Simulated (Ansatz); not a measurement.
# CH₃Si₂− (SMILES [Si-]#C[SiH3]): single points off equilibrium

An exercise on one series of results from a longer session: the logs are not shown, and one member is left open.

Method: single points in def2-TZVPPD; program: Ansatz 0.2.0, Gaussian basis.

Cores are frozen in the correlated methods.

## Starting geometry

SMILES `[Si-]#C[SiH3]`, 6 atoms, charge -1, spin multiplicity 1.

Atoms are counted from 1 here; the program's logs count them from 0.

Bond lengths: Si1–C2 1.690 Å, C2–Si3 1.878 Å, Si3–H4 1.392 Å, Si3–H5 1.429 Å, Si3–H6 1.630 Å. Angles: Si1–C2–Si3 172.4°, C2–Si3–H4 120.8°, C2–Si3–H5 119.8°, C2–Si3–H6 115.8°, H4–Si3–H5 101.6°, H4–Si3–H6 99.9°, H5–Si3–H6 94.2°.

As a file:

```xyz
6
CH3Si2
Si    0.8595   -2.6753    1.1838
C     0.3462   -1.1739    0.6026
Si   -0.1669    0.4083   -0.2694
H    -1.3430    0.4633   -1.0122
H     0.7536    1.0698   -1.1401
H    -0.3802    1.7084    0.6898
```

Set-up of the first run:

Contents of run/in.yaml:

```yaml
crystal:
  periodic: [false, false, false]
  atoms:
    - {symbol: Si, position_ang: [0.859500, -2.675300, 1.183800]}
    - {symbol: C, position_ang: [0.346200, -1.173900, 0.602600]}
    - {symbol: Si, position_ang: [-0.166900, 0.408300, -0.269400]}
    - {symbol: H, position_ang: [-1.343000, 0.463300, -1.012200]}
    - {symbol: H, position_ang: [0.753600, 1.069800, -1.140100]}
    - {symbol: H, position_ang: [-0.380200, 1.708400, 0.689800]}
basis:
  gaussian: {orbitals: "def2-TZVPPD.json"}
total_charge: -1
correlation: {method: ccsd_t}
output: {forces: true}
```

The basis file named in the input lies beside it (Basis Set Exchange, JSON).

No record of the launch command was kept for these runs.

Steps of the session up to this table: CCSD(T)/def2-TZVPPD; PBE0-D4/def2-TZVPPD; wB97M-V/def2-TZVPPD; r2SCAN-D4/def2-TZVPPD; PBE-D4/def2-TZVPPD; B97M-V/def2-TZVPPD; wB97X-V/def2-TZVPPD.

One table of the session follows, with a row left open; its other results are not shown here.

| method | RMS force component (eV/Å) | angle to CCSD(T) forces (°) |
| --- | --- | --- |
| CCSD(T) | 1.195 | reference |
| PBE0-D4 | 1.276 | 11.5 |
| wB97M-V | 1.259 | 16.7 |
| r2SCAN-D4 | ? | ? |
| PBE-D4 | 1.248 | 7.3 |
| B97M-V | 1.243 | 11.7 |
| wB97X-V | 1.313 | 18.3 |

Q: Estimate the row for r2SCAN-D4 from the others.

As computed: RMS force component (eV/Å): 1.245; angle to CCSD(T) forces (°): 8.1. In the column «RMS force component (eV/Å)» it lies between B97M-V (1.243) and PBE-D4 (1.248).
